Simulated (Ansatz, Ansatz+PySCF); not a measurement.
```xyz
7

C     0.0144   -0.0471   -1.2476
C     0.0238   -0.0208    0.2532
C    -0.0267    0.0120    1.3847
H     0.0244   -0.9857   -1.6470
H    -0.8464    0.4966   -1.6522
H     0.8609    0.5449   -1.6084
H     0.0115   -0.0485    2.4954
```

RHF on singlet C₃H₄ was run in several spherical basis sets with Ansatz (development build ahead of 0.2.0). Caution for RHF: no unrestricted run beside it, a lower state can exist.

Task: Rank the basis sets by the total energy that they give, lowest first, with the distance from the lowest.
A. cc-pVTZ
B. 6-31G
C. 6-31G(d)
D. aug-cc-pVDZ
E. STO-3G
F. def2-SVP
G. def2-TZVP
H. cc-pVDZ

Result: G (0.00 eV), A (0.06 eV), D (0.99 eV), H (1.10 eV), C (1.35 eV), B (2.52 eV), F (3.61 eV), E (39.79 eV).

Totals follow the description of the cores as much as that of the bonds, so this order isn't one of quality for chemistry.
